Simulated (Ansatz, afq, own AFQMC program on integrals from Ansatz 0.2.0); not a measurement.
Two steps: Ansatz 0.2.0 writes the Fock matrix and Cholesky factors of the valence space, and afq projects on them the lowest state that overlaps trial and start.

```yaml
crystal:
  periodic: [false, false, false]
  atoms:
    - {symbol: B, position_ang: [0.000000, 0.000000, 0.000000]}
    - {symbol: H, position_ang: [1.193377, 0.014556, -0.000258]}
    - {symbol: H, position_ang: [-0.609294, 1.026213, -0.002837]}
    - {symbol: H, position_ang: [-0.584082, -1.040768, 0.003095]}
basis:
  gaussian: {orbitals: cc-pVDZ}
magnetization: {spin_polarized: false}
correlation: {method: ccsd_t, electrons: outside_noble_gas, hamiltonian_folder: ham}
```

```sh
$ ansatz run in.yaml --threads 1 --pin off --events-out ev --progress --plain --max-ram 16896MiB --backend cuda --devices 0, --max-vram 18GiB
```

Options of the walk:

```
--method free --trial cisd --walkers 4000 --time-step 0.03 --max-blocks 4000 --target-error 0.0003 --factor-cut 1e-05 --seed 2192 --times 0,0.3,0.6,1.2,1.8,2.4,3.6,4.8,6 --taylor-order 8
```

Times are imaginary, in 1/Eh. The walk had a cap of 61 s.

Log:

```
orbitals 28  electrons 3 3  factors 207 of 259
reference energy -26.39077278 Eh
CCSD correlation -0.11612221 Eh in 9 cycles, weight of the determinant in the CISD state 0.9438
repeat  energy at the last time / Eh  error
    10  -26.508871  0.000055
    20  -26.508829  0.000037
    30  -26.508842  0.000028
time / (1/Eh)  energy / Eh  error  mean overlap
  0.00  -26.506884  0.000011  1.0592
  0.30  -26.507995  0.000014  1.0592
  0.60  -26.508421  0.000014  1.0589
  1.20  -26.508708  0.000015  1.0577
  1.80  -26.508801  0.000015  1.0552
  2.40  -26.508813  0.000017  1.0554
  3.60  -26.508822  0.000018  1.0528
  4.80  -26.508800  0.000022  1.0544
  6.00  -26.508840  0.000027  1.0543
energy -26.508840 +/- 0.000027 Eh
```

The run passed its tests (error under three times the target), which doesn't prove that it has relaxed.

Against this walk (error 0.7 meV) on the same determinant: CCSD(T) 11.7 meV higher, CCSDT(Q) 1.1 meV higher (within the noise), CCSDTQ 1.0 meV higher (within the noise), full CI 0.9 meV higher (within the noise). The error is statistical, and a free projection of finite length keeps a remainder of its start.

Cautions: remainder of the start not in the error.

The walk took 10 s on 1 × NVIDIA H100 80GB HBM3 with 2 threads of AMD EPYC 7R13 Processor (Zen 3) (shared host) (the card was shared). The log's last line is the free-projection energy.

CCSDT and higher add their correlation energy to the determinant of the CCSD(T) run, since their own runs factorise the integrals more tightly (a shift of under 2 meV). A walk keeps the symmetry of its determinant, which the program's search chose and which needn't be the lowest solution, so a lower state of the same spin and another symmetry isn't excluded.
